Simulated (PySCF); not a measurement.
How the functional moves excitation energies

Species: pentane, C5H12.
SMILES: `CCCCC`

Linear-response calculations in the def2-SVPD basis (PySCF; singlets by full response, triplets Tamm–Dancoff, core orbitals frozen in the response; HF means time-dependent Hartree–Fock). 'Strongest' is the level of largest summed f among the singlets computed (10 roots, of which the last may lack a degenerate partner); it can jump between rows when another state enters that window. S1 is the lowest singlet of each run and needn't be the same state throughout; f(S1) is that of one state. Geometry: PBE0-D3(BJ)/def2-SVP, one conformer, isolated molecule.

```
functional                               kind  S1 (eV)  f(S1)  strongest (eV)  T1 (eV)  HOMO (eV)  gap (eV)  ionisation energy, ΔSCF (eV)
       LDA                                LDA     7.54  0.000            8.23     7.43      -7.47      7.53                         10.31
       PBE                                GGA     7.67  0.000            8.32     7.53      -7.49      7.64                         10.32
     B3LYP  global hybrid, 20% exact exchange     8.32  0.000            8.99     8.12      -8.72      9.27                         10.87
      PBE0  global hybrid, 25% exact exchange     8.51  0.000            9.20     8.26      -8.88      9.73                         10.90
 BHandHLYP  global hybrid, 50% exact exchange     9.08  0.000            9.82     8.77     -10.27     11.60                         11.16
 CAM-B3LYP             range-separated hybrid     8.74  0.000            9.47     8.46     -10.34     11.82                         11.16
   wB97X-D             range-separated hybrid     8.97  0.001           10.01     8.86     -10.81     13.32                         11.09
   LC-wPBE             range-separated hybrid     9.36  0.000           10.28     8.96     -11.66     14.26                         11.39
        HF                       Hartree–Fock    10.06  0.000           10.98     9.38     -12.36     15.23                   not settled
```

S1 runs from 7.54 eV (LDA) to 10.06 eV (HF), a spread of 2.51 eV, while the orbital gap spreads over 7.7 eV. Along PBE (0%), B3LYP (20%), PBE0 (25%), BHandHLYP (50%), HF (100%) S1 rises with the share of exact exchange. −ε(HOMO) comes closest to its own ΔSCF ionisation energy with LC-wPBE (+0.27 eV) and misses most with LDA (-2.84 eV). 'Not settled' means that the ion's SCF failed to converge or may have ended in another state than the lowest.
